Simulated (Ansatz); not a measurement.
**One shape, several levels: CClF (SMILES F[C]Cl)**

Aim: a comparison of 6 runs (UHF/STO-3G, UBHLYP/STO-3G, UBLYP/STO-3G, USVWN5/STO-3G, UCCSDT(Q)/STO-3G, UCCSD(T)/STO-3G) of CClF. 

The calculation is run with Ansatz 0.2.0.

55 further runs of the same task are left out: 10 that didn't finish, 45 set aside as unsound or not needed.

## 1. The molecule

CClF: 3 atoms, total charge 0, spin state triplet. As SMILES, `F[C]Cl`. The C2–F1 distance was set to 1.998 Å, away from the relaxed value. At this shape a bond of the SMILES string is far longer than usual.

Bond lengths: C2–Cl3 1.644 Å. A long bond or contact: F1–C2 1.998 Å.

## 2. The energy at UHF/STO-3G (run 1)

Input file input.yaml:

```yaml
crystal:
  periodic: [false, false, false]
  atoms:
    - {symbol: F, position_ang: [-1.389626, 1.155292, -0.629883]}
    - {symbol: C, position_ang: [-0.216580, -0.392190, -0.160770]}
    - {symbol: Cl, position_ang: [1.215200, -0.247300, 0.634290]}
basis:
  gaussian:
    orbitals: STO-3G
magnetization:
  spin_polarized: true
  initial_magnetization: 2
hamiltonian:
  xc: hf
accuracy: high
```

Launch:

```console
$ ansatz run input.yaml --threads 1 --pin off --max-ram 2610MiB --events-out events.jsonl --progress --plain --runs-dir runs
```

Log:

```text
Warning: RAYON_NUM_THREADS=1 ignored (pool sized by the plan → 1); use --threads N
Functional definition: HF
  name "HF"
  exchange = exact_x
  correlation = 0
322 factors; integrals over basis functions are off by at most 3.1e-8 eV
mean field evaluation 1: about -16042.7133 eV, gradient 1.7e1 eV
mean field evaluation 2: about -16042.7927 eV, gradient 1.7e1 eV
mean field evaluation 4: about -16048.2933 eV, gradient 5.5e0 eV
mean field evaluation 8: about -16049.3372 eV, gradient 1.6e-2 eV
mean field evaluation 16: about -16048.9703 eV, gradient 1.6e0 eV
mean field evaluation 32: about -16048.5848 eV, gradient 3.9e0 eV
mean field evaluation 64: about -16049.0331 eV, gradient 3.0e0 eV
mean field evaluation 96: about -16048.5267 eV, gradient 5.4e-1 eV
mean field evaluation 128: about -16048.7756 eV, gradient 8.5e-1 eV
mean field evaluation 160: about -16049.0067 eV, gradient 2.8e-1 eV
mean field evaluation 192: about -16048.0793 eV, gradient 2.5e-1 eV
mean field evaluation 224: about -16045.5611 eV, gradient 2.8e0 eV
mean field evaluation 256: about -16048.4622 eV, gradient 1.9e-4 eV
mean field -16049.32978290 eV, -589.8019908953 hartree, gradient 1.2e-8 eV, S^2 2.201484; 6 other end points of the search recorded, 0 dependent functions left out
reference -16049.32978290 eV, -589.8019908953 hartree; 17, 15 occupied and 2, 4 virtual orbitals, 322 factors
Total energy: -16049.32978290 eV, -589.8019908953 hartree
```

Wall time 0.36 s (1 thread of Intel Xeon Platinum 8488C (Sapphire Rapids), shared host).

## 3. The energy at UBHLYP/STO-3G (run 2)

Input file in.yaml:

```yaml
crystal:
  periodic: [false, false, false]
  atoms:
    - symbol: F
      position_ang: [-1.389626, 1.155292, -0.629883]
    - symbol: C
      position_ang: [-0.216580, -0.392190, -0.160770]
    - symbol: Cl
      position_ang: [1.215200, -0.247300, 0.634290]
basis:
  gaussian:
    orbitals: STO-3G
hamiltonian:
  xc: {name: BHLYP}
magnetization:
  spin_polarized: true
  initial_magnetization: 2
accuracy: high
```

Launch:

```console
$ ansatz run in.yaml --threads 1 --pin off --max-ram 2610MiB --events-out events.jsonl --progress --plain --runs-dir runs
```

Log:

```text
Warning: RAYON_NUM_THREADS=1 ignored (pool sized by the plan → 1); use --threads N
Functional definition: BHLYP
  name "BHLYP"
  parameter a = 0.5
  exchange = (1 - a)*b88_x + a*exact_x
  correlation = lyp_c
322 factors; integrals over basis functions are off by at most 3.1e-8 eV
mean field evaluation 1: about -16076.6206 eV, gradient 1.5e1 eV
mean field evaluation 2: about -16068.0362 eV, gradient 4.0e1 eV
mean field evaluation 4: about -16079.5170 eV, gradient 1.6e0 eV
mean field evaluation 8: about -16079.6358 eV, gradient 7.0e-2 eV
mean field evaluation 16: about -16079.6375 eV, gradient 2.0e-3 eV
mean field evaluation 32: about -16079.3225 eV, gradient 1.6e0 eV
mean field -16079.63751884 eV, -590.9157796475 hartree, gradient 4.7e-8 eV, S^2 2.083519; 4 other end points of the search recorded, 0 dependent functions left out
reference -16079.63753232 eV, -590.9157801431 hartree; 17, 15 occupied and 2, 4 virtual orbitals, 322 factors
Total energy: -16079.63753232 eV, -590.9157801431 hartree
```

It took 1.2 s on 1 thread of Intel Xeon Platinum 8488C (Sapphire Rapids), shared host; peak memory 0.15 GiB.

Runs 3 to 5 aren't shown in full; the table further down has their settings and results.

## 4. The energy at UCCSD(T)/STO-3G (run 6)

Input file run.yaml:

```yaml
crystal:
  periodic: [false, false, false]
  atoms:
    - {symbol: F, position_ang: [-1.389626, 1.155292, -0.629883]}
    - {symbol: C, position_ang: [-0.216580, -0.392190, -0.160770]}
    - {symbol: Cl, position_ang: [1.215200, -0.247300, 0.634290]}
basis:
  gaussian: {orbitals: STO-3G}
total_charge: 0
magnetization: {spin_polarized: true, initial_magnetization: 2}
correlation: {method: ccsd_t, frozen_orbitals: {C: 1, Cl: 5, F: 1}}
accuracy: high
scf: {omitted_lower_state_checks: [cluster_reference, increment]}
```

Launch:

```console
$ ansatz run run.yaml --threads 1 --pin off --max-ram 2610MiB --events-out events.jsonl --progress --plain --runs-dir runs
```

Log:

```text
Warning: RAYON_NUM_THREADS=1 ignored (pool sized by the plan → 1); use --threads N
[... 18 lines left out ...]
7 core orbitals not correlated: weight in the atoms' cores, before any rotation towards them, 1.000 or more for the frozen orbitals, at most 0.000 for the correlated occupied ones
[... 61 lines left out ...]
Total energy: -16051.09024268 eV, -589.8666865986 hartree
Checks for a lower state left out: cluster_reference, increment
```

Wall time 1.1 s (1 thread of Intel Xeon Platinum 8488C (Sapphire Rapids), shared host).

## 5. Overview of the runs

| run | level | frozen core orbitals | energy (Eh) | ⟨S²⟩ | wall time |
| --- | --- | --- | --- | --- | --- |
| 1 | UHF/STO-3G | – | -589.801991 | 2.201 | 0.36 s |
| 2 | UBHLYP/STO-3G | – | -590.915780 | 2.084 | 1.2 s |
| 3 | UBLYP/STO-3G | – | -590.847918 | 2.016 | 3.6 s |
| 4 | USVWN5/STO-3G | – | -588.385031 | 2.015 | 1.6 s |
| 5 | UCCSDT(Q)/STO-3G | 7 | -589.868591 | 2.201 | 2.3 s |
| 6 | UCCSD(T)/STO-3G | 7 | -589.866687 | 2.201 | 1.1 s |

## 6. Results

| quantity | value |
| --- | --- |
| run 6: total energy | -589.86669 Eh |
| run 6: correlation energy (7 core orbitals frozen) | -64.7 mEh |
| run 6: (T) correction | -2.58 mEh |
| run 6: ⟨S²⟩ of the reference determinant | 2.201 |
| run 6: T1 diagnostic | 0.038 |

Below the UHF energy at the same shape and in the same basis (STO-3G): UCCSDT(Q) -66.6 mEh; UCCSD(T) -64.7 mEh. Totals of different functionals can't be ranked against each other. In runs 1, 2, 3, 4, 5, 6 the basis is minimal, so the values are rough. Spin contamination of the reference: run 1 ⟨S²⟩ = 2.20, run 5 ⟨S²⟩ = 2.20, run 6 ⟨S²⟩ = 2.20. All runs together took 10 s, the longest 3.6 s.
